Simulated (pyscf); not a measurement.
## Hydrogen shift: `[O]=[SiH2]` → `[OH][SiH]` [singlet]

Gas phase, singlet surface, charge 0. Bonds broken: Si2–H3. Bonds formed: O1–H3. Structures and frequencies: ωB97X-D3(BJ)/def2-SVP in PySCF. MP2 and CC: frozen core, UHF for open shells. ΔMP2 is the change of the MP2 total energy from the triple- to the quadruple-zeta basis.

Transition state (Å):

```xyz
4

O     -0.1586    -0.2912     0.6361
Si    -1.5137    -0.4712    -0.1725
H     -0.4675    -1.5798    -0.1093
H     -2.5630     0.6299    -0.2411
```

One imaginary mode, 1693i cm⁻¹; descent along it reached the two sides named.

```json
[
 {"bond": "Si2–H3", "change": "breaks", "reactant side (Å)": "1.488", "saddle": "1.526", "product side": "2.238"},
 {"bond": "O1–H3", "change": "forms", "reactant side (Å)": "2.7", "saddle": "1.520", "product side": "0.965"}
]
```

Electronic energies relative to the reactant's lowest minimum found (kcal/mol):

| level | barrier | reaction energy | reverse barrier |
|---|---|---|---|
| ωB97X-D3(BJ)/def2-TZVP | 62.4 | -0.1 | 62.6 |
| PBE/def2-TZVP | 51.1 | +0.7 | 50.4 |
| r²SCAN/def2-TZVP | 56.0 | +2.8 | 53.2 |
| B3LYP-D3(BJ)/def2-TZVP | 58.6 | -0.2 | 58.9 |
| PBE0-D3(BJ)/def2-TZVP | 57.5 | -1.5 | 59.0 |
| M06-2X/def2-TZVP | 61.3 | -3.7 | 65.0 |
| ωB97M-D3(BJ)/def2-TZVP | 60.1 | -3.0 | 63.1 |
| HF/def2-TZVP | 78.2 | -5.0 | 83.2 |
| MP2/def2-QZVPP | 59.0 | +3.5 | 55.5 |
| CCSD/def2-TZVPP | 63.3 | -3.1 | 66.5 |
| CCSD(T)/def2-TZVPP | 59.4 | -1.5 | 60.8 |
| CCSD(T)/def2-TZVPP + ΔMP2(QZVPP) | 58.7 | -1.1 | 59.8 |

With CCSD(T)/def2-TZVPP + ΔMP2(QZVPP) energies and thermal terms (ideal gas, 1 atm, RRHO with modes under 100 cm⁻¹ raised to 100, one conformer, R ln 2 for rigid chiral ones), in kcal/mol:

```tsv
T (K)	ΔH‡	ΔG‡	ΔH	ΔG
298	56.2	55.4	+0.2	-0.4
600	56.2	54.5	+0.3	-1.0
900	55.9	53.6	+0.4	-1.6
1200	55.5	52.9	+0.3	-2.3
```

One saddle was located; it need not be the lowest between these sides. The CCSD(T) − MP2 part came from Ansatz, without density fitting, on the same reference.
